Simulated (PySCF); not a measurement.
# Assignment exercise: C3H5NO

Bonds (- single, = double, # triple, : aromatic): N1=C2 1.266 Å, C2-C3 1.484 Å, C3-C4 1.472 Å, C4-O5 1.401 Å, O5-C3 1.412 Å. N1 carries H6; C2 carries H7; C3 carries H8; C4 carries H9, H10. Stereochemistry as in [H]/N=C\[C@H]1CO1. H9 is cis to C2 on the ring; H10 is trans to C2 on the ring.

No solvent model, non-relativistic, one conformer. Couplings computed with B3LYP/pcJ-1 (spin–dipole term only in couplings to heteroatoms); geometry from PBE0-D3(BJ)/def2-SVP; NMR shieldings at KT3/pcSseg-2/GIAO; PySCF 2.14.0 with density-fitted response routines.

Scale: TMS for 13C, 1H (reference shieldings calculated alike).

Q: Assign these signals to the numbered atoms. 13C{1H} NMR (computed): δ 173.7 (CH), 54.7 (CH), 46.8 (CH2).

A: 
173.7 → C2, C=N carbon
54.7 → C3, epoxide ring carbon: deshielded by the electronegative neighbour
46.8 → C4, epoxide ring carbon

Q: Assign these signals to the numbered atoms. 1H NMR (500 MHz, computed): δ 10.09 (br s, 1H), 7.25 (d, J = 7.9 Hz, 1H), 2.84 (dd, J = 6.7, 3.9 Hz, 1H), 2.65 (ddd, J = 7.9, 3.9, 1.6 Hz, 1H), 2.62 (dd, J = 6.7, 1.6 Hz, 1H).

A: 
10.09 → H6, hydrogen on an imine nitrogen: labile proton, position sensitive to the medium
7.25 → H7, hydrogen on a C=N carbon
2.84 → H10, hydrogen on an epoxide ring carbon: its carbon carries O, which withdraws density
2.65 → H8, hydrogen on an epoxide ring carbon
2.62 → H9, hydrogen on an epoxide ring carbon

H8 and H9 lie closer than the usual error of such a calculation, so a measured spectrum could show them in the other order.

Exchangeable OH/NH protons stand at their gas-phase positions; hydrogen bonding in a real sample shifts them, mostly to higher δ. Splittings below 1 Hz are ignored in the labels, and close J values are merged. Unscaled 3J(H,H) at this level run about 10 % above measured values. Shifts are as computed, not scaled to solution data. Of 1211 compounds with measured shifts, 218 miss one by over three times the rms of a fit or turn the order of signals round; such compounds aren't used in these exercises. Couplings across =CH–CH2 type bonds come from one rotamer and its mirror image, and can be 1–2 Hz further off. Couplings to exchangeable protons are dropped. Vicinal couplings across rotatable single bonds and in flexible rings belong to the one computed conformer; a conformer average would change them.
